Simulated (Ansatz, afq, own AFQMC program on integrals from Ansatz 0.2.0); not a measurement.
Where AFQMC and coupled cluster stand for CuNH2, singlet

```xyz
4

Cu    0.0000    0.0000    0.5989
N     0.0000    0.0000   -2.3051
H     0.0000    0.8366   -2.8608
H     0.0000   -0.8366   -2.8608
```

Connectivity, by distances: Cu ··· NH2.

Basis def2-SVP. Noble-gas cores (and the filled d shells of Ga–Kr and In–Xe) are frozen. Ansatz 0.2.0 and our own AFQMC program on the same integrals; the CISD trial comes from CCSD amplitudes, and released means the phaseless constraint is let go. Uncertainties: one standard error, sampling alone. The metal's outer-core s and p shells are frozen, which shifts wave-function levels against functionals.

Determinant: RHF, the one that the program's search chose, which needn't be the lowest solution. The geometry is a point of a scan.

No full CI on the walks' own integrals is used here; CCSDT(Q) serves as the reference and is uncertain by about the last step of the cluster series.

Cautions: no relativity below Rb; outer-core shells of the metal frozen; higher spins were not checked; restricted determinant unstable towards unrestricted (UHF 1.98 eV lower, ⟨S²⟩ 1.01); the released energies move by 1.5 errors or more from one time to the next, so no released level is given (meV from the phaseless value at times in 1/Eh: -8 ± 11 at 0.24, 18 ± 16 at 0.51, -34 ± 18 at 0.99, 28 ± 33 at 1.50), though the last usable value meets CCSDT(Q) within the noise; CCSDT(Q) on the UHF determinant differs (726 meV lower), perhaps since the unrestricted series falls towards higher spin.

```
T1 diagnostic                               : 0.0395
weight of the determinant in the CISD state : 0.831
size of the correlated space                : 18 electrons in 45 orbitals
```

```json
{"level": "MP2", "correlation energy (eV)": "-12.8678"}
{"level": "CCSD", "correlation energy (eV)": "-12.4035"}
{"level": "CCSD(T)", "correlation energy (eV)": "-12.9181"}
```

Q: Estimate where phaseless AFQMC with a CISD trial lies against CCSD(T) on the same integrals.

A: 5.1 ± 1.2 kJ/mol above CCSD(T).

Reference: CCSDT(Q), correlation energy -12.895 eV.

| level | E − E(reference) (kJ/mol) | share of correlation (%) |
| --- | --- | --- |
| CCSD(T) | -2.2 | 100.18 |
| CCSDT | -0.2 | 100.02 |
| ph-AFQMC/CISD | 2.9 ± 1.2 | 99.77 |

A walk keeps the symmetry of its determinant, which the program's search chose and which needn't be the lowest solution, so a lower state of the same spin and another symmetry isn't excluded.
